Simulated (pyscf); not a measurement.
9 transition-metal steps of one kind (addition across a multiple bond or ene-type step, closed-shell): reaction energy in kcal/mol, from the separated reactants or the lowest minimum found. PySCF, gas phase, ωB97X-D3(BJ)/def2-SVP geometries. Functionals in def2-TZVP; the last column is ωB97M-D3(BJ)/def2-TZVP. Rows were drawn at random from the steps of this kind and element class whose saddle was verified and whose references are stable.

```
step                                            PBE  M06-2X  PBE0-D3(BJ)  ωB97M-D3(BJ)
--------------------------------------------  -----  ------  -----------  ------------
O=V(Cl)(Cl)–Cl + HCl -> HO–V(Cl)(Cl)(Cl)–Cl   +14.7   +21.5        +16.8         +23.8
O=V(F)(F)–F + HCl → HO–V(F)(F)(F)–Cl           +8.2   +10.8        +10.0         +15.5
HN=Ta(Cl)(Cl)–Cl + H₂ → H₂N–TaH(Cl)(Cl)–Cl        …    +0.8         -3.1          -1.2
F–W(F)(=S)=S + HCl → F–W(F)(=S)(SH)–Cl        -12.6   -12.6        -14.9         -12.9
O=Mo(=O)(OH)–OH + HCl -> O=Mo(OH)(OH)(OH)–Cl   -7.2    -8.5         -9.7          -6.7
O=Cr(=O)(F)–F + H₂ -> O=CrH(OH)(F)–F          +18.1    +8.2        +12.6         +11.5
O=Os(=O)(=O)=O + H₂O → O=Os(=O)(=O)(OH)–OH    +14.1   +17.2        +14.2         +17.0
O=V(F)(F)–F + H₂ → HO–VH(F)(F)–F                  …   +19.9        +21.4         +21.9
O=Cr(=O)(F)–F + H₂O → O=Cr(OH)(OH)(F)–F       +13.9   +18.1        +16.5         +19.8
```

Problem. Fill in the missing entries.

Solution. 
- HN=Ta(Cl)(Cl)–Cl + H₂ → H₂N–TaH(Cl)(Cl)–Cl, PBE: 0.0
- O=V(F)(F)–F + H₂ → HO–VH(F)(F)–F, PBE: +24.5

Differences from the last column (kcal/mol): PBE: mean -1.7, median -0.5, mean size 4.0, lower in 5 of 9; M06-2X: mean -1.5, median -1.9, mean size 2.0, lower in 6 of 9; PBE0-D3(BJ): mean -2.8, median -2.8, mean size 3.0, lower in 8 of 9. PBE is closest for row 4 (0.3 kcal/mol apart) and farthest for row 1 (9.0 kcal/mol). PBE, r²SCAN and M06-2X carry no added dispersion term. The last column is a level with limits of its own. Elements past Kr carry the def2 core potentials, without spin-orbit coupling.
